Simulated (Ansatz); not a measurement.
# AsH$_{3}$⁺, doublet: the ladder up to UCCSDT(Q)

Geometry: that of the AsH3, singlet, kept fixed.

```xyz
4

As    0.0002    0.0000   -0.0329
H     1.2593    0.0140    0.8215
H    -0.6489    1.0868    0.8116
H    -0.6239   -1.1021    0.8106
```

Basis cc-pVTZ; Ansatz 0.2.0. Only valence electrons are correlated (noble-gas cores and the filled d shells of p-block atoms frozen), which leaves 7 electrons in 71 orbitals. R marks a restricted (for open shells ROHF) determinant, U an unrestricted one. Active spaces: valence = (7e, 7o) chosen from the atoms' valence shells. No spin–orbit coupling is included, and no scalar relativity.

Full CI isn't at hand for all of this; UCCSDT(Q) serves as the reference, and is uncertain by the last step of the cluster series or more. The frozen core follows each run's orbitals, which can shift R against U totals by a few meV for light atoms and by up to 0.1 eV past Ca.

The UHF ⟨S²⟩ is 0.755, the T1 diagnostic (RCCSD) is 0.0171 and the largest doubles amplitude (RCCSD) is 0.052. The T1 diagnostic (UCCSD) is 0.0127.

```csv
level,E − E(UCCSDT(Q)) (mEh),wall time
UHF,156.18,–
UMP2,31.23,–
UCCSD,5.21,–
UCCSD(T),0.93,4.8 s
UCCSDT,0.11,–
```

Run but not shown, since their state, orbitals or frozen core can't be matched to the reference's or they repeat it: RHF, RMP2, RCCSD, RCCSD(T), BCCD(T), RCCSDT, RCCSDT(Q), CASSCF (valence space), NEVPT2 (valence space), MRCISD (valence space), MRCISD+Q (valence space).

Times hold each run's SCF and search for its determinant on a shared host, so for small cases they say little of a method's own cost; they ran on 1 thread of Arm Neoverse V1.

Natural occupations of CASSCF (valence space) about the gap: 1.982 1.962 1.962 1.007 0.032 0.032 0.022; effectively unpaired electrons, Σ n²(2−n)², 1.02.
